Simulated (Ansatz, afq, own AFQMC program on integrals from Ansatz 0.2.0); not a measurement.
# Where AFQMC and coupled cluster stand for Ge, triplet

A free Ge atom.

Basis cc-pVQZ. Noble-gas cores (and the filled d shells of Ga–Kr and In–Xe) are frozen. AFQMC by an in-house program on the Cholesky factors that Ansatz 0.2.0 writes for its CCSD(T) run. The CISD trial takes its coefficients from CCSD amplitudes. Released means that phaseless walkers are propagated on without the constraint, phases kept. Free projection: walkers drawn from exp(T), propagated without any constraint. Its projection time is finite, and what remains of the start isn't in its error. Error bars are statistical, one sigma. No spin–orbit coupling.

Determinant: UHF, the one that the program's search chose, which needn't be the lowest solution.

Full CI on the same integrals is exact in this basis and with this determinant's frozen core.

Cautions: no relativity below Rb; no spin-orbit coupling; inner d shell frozen.

```
T1 diagnostic                               : 0.0098
weight of the determinant in the CISD state : 0.944
⟨S²⟩ of the determinant                     : 2.011
size of the correlated space                : 4 electrons in 54 orbitals
```

Reference: full CI, correlation energy -1.899 eV. The released energy is read at 1.50 1/Eh (meV from the phaseless value at times in 1/Eh: -1.0 ± 0.8 at 0.24, -1.4 ± 0.7 at 0.50, -2.6 ± 0.8 at 1.00, -2.5 ± 0.7 at 1.50).

| level | E − E(reference) (meV) | share of correlation (%) |
| --- | --- | --- |
| HF | 1899.3 | 0.00 |
| MP2 | 443.0 | 76.67 |
| CCSD | 72.5 | 96.19 |
| CCSD(T) | 15.0 | 99.21 |
| CCSDT | 1.5 | 99.92 |
| CCSDT(Q) | 0.3 | 99.99 |
| ph-AFQMC/HF | 45.8 ± 9.4 | 97.59 |
| ph-AFQMC/CISD | 4.6 ± 0.9 | 99.76 |
| released AFQMC | 2.1 ± 0.7 | 99.89 |
| free AFQMC | 1.6 ± 0.8 | 99.92 |

CCSDT and higher add their correlation energy to the determinant of the CCSD(T) run, since their own runs factorise the integrals more tightly (a shift of under 2 meV). Free projections are given only where their last times agree within the noise and don't stop above the reference; a slow remainder of the start can still hide under it. A walk keeps the symmetry of its determinant, which the program's search chose and which needn't be the lowest solution, so a lower state of the same spin and another symmetry isn't excluded. Released energies are given only where the last usable release times agree within the noise; a slower fall can still hide under it.
